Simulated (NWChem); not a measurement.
propane (C₃H₈); SMILES CCC

Results from NWChem. Each level has its own optimisation; frequencies are unscaled. Brackets give each atom's bonded neighbours.

For level PBE/def2-SVP:

```
Property                           Value
---------------------------------  -----
highest harmonic frequency (cm⁻¹)   3056
zero-point energy (kcal/mol)        62.9
```

Q: Estimate the same quantities for level PBE0/def2-SVP.

A: 
| Quantity | Value |
|---|---|
| highest harmonic frequency (cm⁻¹) | 3147 |
| zero-point energy (kcal/mol) | 64.9 |
